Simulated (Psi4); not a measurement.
**One shape, several levels: doublet BF−**

Wanted: a comparison of 4 runs (UB3LYP/6-31G*, U-wB97X-V/def2-TZVPPD, UDSD-PBEP86/def2-TZVPPD, UHSE06/def2-TZVPPD) of doublet BF−. 

The results are computed with Psi4 1.11.

### Step 1. The structure to begin with

The species is BF− (2 atoms), meant as a doublet with charge -1. SMILES of the parent species: `[B]F`. Geometry: relaxed at PBE0-D4/def2-TZVP. That shape belongs to the parent species and isn't relaxed for this state.

Bond lengths: B1–F2 1.263 Å.

### Step 2. Energy and forces at UB3LYP/6-31G(d) (Cartesian functions) (run 1)

Contents of calc.inp:

```
memory 2200 MB

molecule {
  -1 2
  B      0.00000000     0.00000000    -0.01766894
  F      0.00000000     0.00000000     2.36922523
  units au
  symmetry c1
  no_reorient
  no_com
}

set reference uks
set puream false
set e_convergence 1e-09
set d_convergence 1e-08
set scf_type pk
set dft_radial_points 99
set dft_spherical_points 590
set maxiter 100

result, w = gradient("b3lyp/6-31G*", return_wfn=True)
oeprop(w, "DIPOLE", "WIBERG_LOWDIN_INDICES", "QUADRUPOLE", title="B3LYP")
```

On the command line:

```
psi4 -n 1 calc.inp calc.out
```

calc.out:

```text
[...]
  Running in c1 symmetry.
[...]
  Nuclear repulsion =   18.852951490513714
[...]
  Multiplicity = 2
[...]
  Nalpha       = 8
  Nbeta        = 7
[...]
    Number of basis functions: 30
[...]
   @UKS iter   1:  -124.47997091671053   -2.20789e-01   1.32514e-02 ADIIS/DIIS
[...]
   @UKS iter  10:  -124.56279296409639   -4.12115e-13   3.55296e-09 DIIS
[...]
   @S^2 Observed:                7.523313535E-01
[...]
  @UKS Final Energy:  -124.56279296409639
   => Energetics <=
    Nuclear Repulsion Energy =             18.8529514905137141
    One-Electron Energy =                -213.6807934991584261
    Two-Electron Energy =                  82.2102481199995765
    DFT Exchange-Correlation Energy =     -11.9451990754512369
    Empirical Dispersion Energy =           0.0000000000000000
    VV10 Nonlocal Energy =                  0.0000000000000000
    Total Energy =                       -124.5627929640963885
[...]
  -Total Gradient:
     Atom            X                  Y                   Z
    ------   -----------------  -----------------  -----------------
       1        0.000000000000     0.000000000000     0.114053982533
       2       -0.000000000000     0.000000000000    -0.114054756775
[...]
 Multipole Moments:
 ------------------------------------------------------------------------------------
     Multipole            Electronic (a.u.)      Nuclear  (a.u.)        Total (a.u.)
 ------------------------------------------------------------------------------------
 L = 1.  Multiply by 2.5417464519 to convert [e a0] to [Debye]
 Dipole X            :          0.0000000            0.0000000            0.0000000
 Dipole Y            :          0.0000000            0.0000000            0.0000000
 Dipole Z            :        -20.8931405           21.2346824            0.3415419
 Magnitude           :                                                    0.3415419
 L = 2.  Multiply by 1.3450342976 to convert [e a0^2] to [Debye ang]
 Quadrupole XX       :         -9.8861539            0.0000000           -9.8861539
 Quadrupole XY       :         -1.1081836            0.0000000           -1.1081836
[...]
```

Run time: 3.9 s. Hardware: 1 thread of Intel Xeon 6975P-C (Granite Rapids), shared host; peak memory 0.3 GiB.

### Step 3. A single-point energy at U-wB97X-V/def2-TZVPPD (run 2)

Contents of bf.in:

```
memory 2.2 GB

molecule system {
  -1 2
  B      0.000000     0.000000    -0.009350
  F      0.000000     0.000000     1.253740
  symmetry c1
}

set {
  reference            uks
  puream               true
  e_convergence        1e-09
  d_convergence        1e-08
  scf_type             pk
  dft_radial_points    99
  dft_spherical_points 590
  maxiter              100
}

e_tot, wfn = energy('wb97x-v/def2-TZVPPD', return_wfn=True)
```

On the command line:

```
psi4 -i bf.in -o bf.out -n 1
```

bf.out:

```text
[...]
  Running in c1 symmetry.
[...]
  Nuclear repulsion =   18.852951476260600
[...]
  Multiplicity = 2
[...]
  Nalpha       = 8
  Nbeta        = 7
[...]
    Number of basis functions: 77
[...]
   @UKS iter   1:  -124.53701243510071   -5.04628e-01   5.28304e-03 ADIIS/DIIS
[...]
   @UKS iter  13:  -124.63065353638441   -2.24532e-12   3.46409e-09 DIIS
[...]
   @S^2 Observed:                7.541898063E-01
[...]
    Orbital Energies [Eh]
    ---------------------
    Alpha Occupied:
       1A    -24.570643     2A     -6.652559     3A     -1.160250
       4A     -0.476435     5A     -0.390293     6A     -0.383878
       7A     -0.134689     8A      0.045115
    Alpha Virtual:
       9A      0.201486    10A      0.242633    11A      0.260157
      12A      0.309658    13A      0.317549    14A      0.339092
      15A      0.345867    16A      0.346300    17A      0.384909
      18A      0.394376    19A      0.410523    20A      0.471141
      21A      0.494045    22A      0.503387    23A      0.549619
      24A      0.695751    25A      0.774764    26A      0.774971
[...]
  @UKS Final Energy:  -124.63065353638441
   => Energetics <=
    Nuclear Repulsion Energy =             18.8529514762605999
    One-Electron Energy =                -212.5863575534582992
    Two-Electron Energy =                  79.4187035149979295
    DFT Exchange-Correlation Energy =     -10.3785047962357329
    Empirical Dispersion Energy =           0.0000000000000000
    VV10 Nonlocal Energy =                  0.0625538220510757
    Total Energy =                       -124.6306535363844148
[...]
 Multipole Moments:
 ------------------------------------------------------------------------------------
     Multipole            Electronic (a.u.)      Nuclear  (a.u.)        Total (a.u.)
 ------------------------------------------------------------------------------------
 L = 1.  Multiply by 2.5417464519 to convert [e a0] to [Debye]
 Dipole X            :         -0.0000000            0.0000000           -0.0000000
 Dipole Y            :         -0.0000000            0.0000000           -0.0000000
 Dipole Z            :          1.8300703            0.3254674            2.1555378
 Magnitude           :                                                    2.1555378
[...]
```

Run time: 16 s. Hardware: 1 thread of Intel Xeon 6975P-C (Granite Rapids), shared host; peak memory 0.55 GiB.

Run 3 isn't shown in full; the table further down has it.

### Step 4. Energy and forces at UHSE06/def2-TZVPPD (run 4)

Contents of bf.py:

```python
import psi4

psi4.set_memory(2200000000)
psi4.set_num_threads(1)
psi4.set_output_file('bf.out', False)

molecule = psi4.geometry("""
-1 2
B      0.00000000     0.00000000    -0.01766894
F      0.00000000     0.00000000     2.36922523
units bohr
symmetry c1
""")

psi4.set_options({
    'reference': 'uks',
    'puream': True,
    'e_convergence': 1e-09,
    'd_convergence': 1e-08,
    'scf_type': 'pk',
    'dft_radial_points': 99,
    'dft_spherical_points': 590,
    'maxiter': 100,
})

E, wfn = psi4.gradient('hse06/def2-TZVPPD', return_wfn=True)
psi4.oeprop(wfn, 'WIBERG_LOWDIN_INDICES', 'MAYER_INDICES', 'QUADRUPOLE')
print('gradient / Eh bohr^-1')
print(E.np.round(6))
print(f'energy = {wfn.energy():.10f} Eh')
for k, v in sorted(psi4.core.scalar_variables().items()):
    print(f'{k:45s} {v:18.10f}')
```

On the command line:

```
python bf.py
```

bf.out:

```text
[...]
  Running in c1 symmetry.
[...]
  Nuclear repulsion =   18.852951490513714
[...]
  Multiplicity = 2
[...]
  Nalpha       = 8
  Nbeta        = 7
[...]
    Number of basis functions: 77
[...]
   @UKS iter   1:  -124.41504402704982   -2.66476e-01   6.24949e-03 DIIS/ADIIS
[...]
   @UKS iter  11:  -124.55438724452569   -1.17950e-11   9.67150e-09 DIIS
[...]
   @S^2 Observed:                7.554449446E-01
[...]
  @UKS Final Energy:  -124.55438724452569
   => Energetics <=
    Nuclear Repulsion Energy =             18.8529514905137141
    One-Electron Energy =                -212.5986531615399713
    Two-Electron Energy =                  80.4346624546127913
    DFT Exchange-Correlation Energy =     -11.2433480281122051
    Empirical Dispersion Energy =           0.0000000000000000
    VV10 Nonlocal Energy =                  0.0000000000000000
    Total Energy =                       -124.5543872445256852
[...]
  -Total Gradient:
     Atom            X                  Y                   Z
    ------   -----------------  -----------------  -----------------
       1        0.000000000049    -0.000000000144     0.073009377714
       2       -0.000000000049     0.000000000144    -0.072988718317
[...]
 Multipole Moments:
 ------------------------------------------------------------------------------------
     Multipole            Electronic (a.u.)      Nuclear  (a.u.)        Total (a.u.)
 ------------------------------------------------------------------------------------
 L = 1.  Multiply by 2.5417464519 to convert [e a0] to [Debye]
 Dipole X            :          0.0000000            0.0000000            0.0000000
 Dipole Y            :         -0.0000000            0.0000000           -0.0000000
 Dipole Z            :          1.8328213            0.3254674            2.1582887
 Magnitude           :                                                    2.1582887
 L = 2.  Multiply by 1.3450342976 to convert [e a0^2] to [Debye ang]
 Quadrupole XX       :        -16.0248334            0.0000000          -16.0248334
 Quadrupole XY       :         -1.4345970            0.0000000           -1.4345970
[...]
```

The script printed:

```text
gradient / Eh bohr^-1
[[ 0.       -0.        0.073009]
 [-0.        0.       -0.072989]]
energy = -124.5543872445 Eh
CURRENT ENERGY                                   -124.5543872445
CURRENT REFERENCE ENERGY                         -124.5543872445
DD SOLVATION ENERGY                                 0.0000000000
DFT FUNCTIONAL TOTAL ENERGY                      -124.5543872445
DFT TOTAL ENERGY                                 -124.5543872445
DFT VV10 ENERGY                                     0.0000000000
DFT XC ENERGY                                     -11.2433480281
GRID ELECTRONS ALPHA                                8.0000000076
GRID ELECTRONS BETA                                 7.0000000058
GRID ELECTRONS TOTAL                               15.0000000133
NUCLEAR REPULSION ENERGY                           18.8529514905
ONE-ELECTRON ENERGY                              -212.5986531615
PCM POLARIZATION ENERGY                             0.0000000000
PE ENERGY                                           0.0000000000
SCF ITERATION ENERGY                             -124.5543872445
SCF ITERATIONS                                     11.0000000000
SCF TOTAL ENERGY                                 -124.5543872445
TWO-ELECTRON ENERGY                                80.4346624546
XC GRID RADIAL POINTS                              99.0000000000
XC GRID SPHERICAL POINTS                          590.0000000000
XC GRID TOTAL POINTS                           114781.0000000000
```

Wall time 14 s (1 thread of Intel Xeon 6975P-C (Granite Rapids), shared host); peak memory 0.55 GiB.

### Step 5. The series

```
run                                                      level      task  Cartesian functions  energy (Eh)  HOMO energy (eV)  LUMO energy (eV)   ⟨S²⟩  wall time
  1                        UB3LYP/6-31G* (Cartesian functions)  gradient                  yes  -124.562793              5.82              7.89  0.752      3.9 s
  2                                      U-wB97X-V/def2-TZVPPD    energy                   no  -124.630654              1.23              5.48  0.754       16 s
  3  UDSD-PBEP86/def2-TZVPPD (density fitting for correlation)    energy                   no  -124.490230              1.73              5.05  0.761        6 s
  4                                         UHSE06/def2-TZVPPD  gradient                   no  -124.554387              3.47              4.03  0.755       14 s
```

### Step 6. Outcome

```
                                 quantity          value
                      run 4: total energy  -124.55439 Eh
run 4: HOMO energy (highest over α and β)        3.47 eV
 run 4: LUMO energy (lowest over α and β)        4.03 eV
                              run 4: ⟨S²⟩          0.755
          run 4: largest force on an atom     3.754 eV/Å
```

What this shows: Totals of different functionals can't be ranked against each other. In runs 1, 2, 3, 4 the HOMO lies above zero, so the outermost electron may be held by the basis alone. All runs together took 40 s, the longest 16 s.
